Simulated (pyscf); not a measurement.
Concerted two-bond exchange: O=B–OH + HF → O=B–OH + HF

Gas phase, singlet surface, charge 0. Bonds broken: O1–H4, F5–H6. Bonds formed: O3–H6, H4–F5. PySCF, gas phase, ωB97X-D3(BJ)/def2-SVP geometries. MP2 and CC: frozen core, UHF for open shells. ΔMP2 is the change of the MP2 total energy from the triple- to the quadruple-zeta basis.

Transition state (Å):

```xyz
6

O     -2.1340    -0.0484     0.8910
B     -1.0903    -0.7381     0.6932
O     -0.0526    -1.0317     0.0292
H     -1.8315     0.5646    -0.1350
F     -1.1124     0.7722    -1.0849
H     -0.3772    -0.1223    -0.7370
```

One imaginary mode, 1821i cm⁻¹; descent along it reached the two sides named, in the forms told below.

```csv
bond,change,reactant side (Å),saddle,product side
O1–H4,breaks,0.968,1.233,1.900
F5–H6,breaks,0.939,1.209,2.580
O3–H6,forms,1.899,1.233,0.968
H4–F5,forms,2.588,1.209,0.939
```

Electronic energies relative to the separated reactants (kcal/mol):

```tsv
level	barrier	reaction energy	reverse barrier
ωB97X-D3(BJ)/def2-TZVP	20.6	0.0	20.6
PBE/def2-TZVP	13.7	0.0	13.7
r²SCAN/def2-TZVP	14.9	0.0	14.9
B3LYP-D3(BJ)/def2-TZVP	19.7	0.0	19.7
PBE0-D3(BJ)/def2-TZVP	17.2	0.0	17.2
M06-2X/def2-TZVP	18.7	0.0	18.7
ωB97M-D3(BJ)/def2-TZVP	20.1	0.0	20.1
HF/def2-TZVP	38.2	0.0	38.2
MP2/def2-QZVPP	23.1	0.0	23.1
CCSD/def2-TZVPP	26.5	0.0	26.5
CCSD(T)/def2-TZVPP	23.6	0.0	23.6
CCSD(T)/def2-TZVPP + ΔMP2(QZVPP)	24.1	0.0	24.1
```

With CCSD(T)/def2-TZVPP + ΔMP2(QZVPP) energies and thermal terms (ideal gas, 1 atm, RRHO with modes under 100 cm⁻¹ raised to 100, one conformer, R ln 2 for chiral ones without a mode under 150 cm⁻¹), in kcal/mol:

```csv
T (K),ΔH‡,ΔG‡,ΔH,ΔG
298,21.5,32.2,0.0,0.0
600,20.6,43.5,0.0,0.0
900,20.7,54.9,0.0,0.0
1200,21.2,66.2,0.0,0.0
```

On the reactant side the descent ends in a bound adduct, 9.0 kcal/mol under the separated species and 29.6 kcal/mol under the saddle at ωB97X-D3(BJ)/def2-TZVP. On the product side the descent ends in a bound adduct, 9.0 kcal/mol under the separated species and 29.6 kcal/mol under the saddle at ωB97X-D3(BJ)/def2-TZVP. The same reactants have a lower exit, to HO–B(OH)–F (barrier +3.4 kcal/mol at ωB97M-D3(BJ), against +20.1 kcal/mol here). One saddle was located; it need not be the lowest between these sides. The CCSD(T) − MP2 part came from Ansatz, without density fitting, on the same reference.
